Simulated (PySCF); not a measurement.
**Argon: a sound run and one with changed settings**

Sound run: Ar [Ar], Ar⁺ [Ne] 3s2 3p5. All numbers are calculated (PySCF 2.14, no relativity, point nucleus, in 6-31G* (4s3p1d, 18 functions)). The sound run starts from symmetry-adapted Hartree-Fock orbitals and uses a fine grid where one is needed.

Changed run: initial guess sap, at most 50 SCF cycles, level shift 10.0 hartree.

| species | method | sound run (hartree) | changed run (hartree) | converged |
| --- | --- | --- | --- | --- |
| Ar | UHF | -526.77215 | -526.77215 | no |
| Ar | r2SCAN | -527.46714 | -527.46714 | no |
| Ar | M06-L | -527.49551 | -527.49551 | no |
| Ar⁺ | UHF | -526.23345 | -526.23345 | no |
| Ar⁺ | r2SCAN | -526.88505 | -526.88505 | no |
| Ar⁺ | M06-L | -526.91024 | -526.91024 | no |

A level shift slows the SCF but leaves a converged energy unchanged.
